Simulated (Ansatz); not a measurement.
A calculation with Ansatz (development build ahead of 0.2.0).

```yaml
crystal:
  periodic: [false, false, false]
  atoms:
    - { symbol: S, position_ang: [0.0, 0.0, -0.40103] }
    - { symbol: O, position_ang: [0.0, 1.35047, 0.40103] }
    - { symbol: O, position_ang: [0.0, -1.35047, 0.40103] }
basis:
  gaussian: { orbitals: def2-TZVP }
hamiltonian:
  xc: hf
```

The input is written out in the form of the current development build from the run's settings.

Output:

```
Converged                       : yes
Total energy                    : -547.23531 hartree
Spin squared of the determinant : 0.000
```

Caution: in another basis set an unrestricted determinant lies well below.
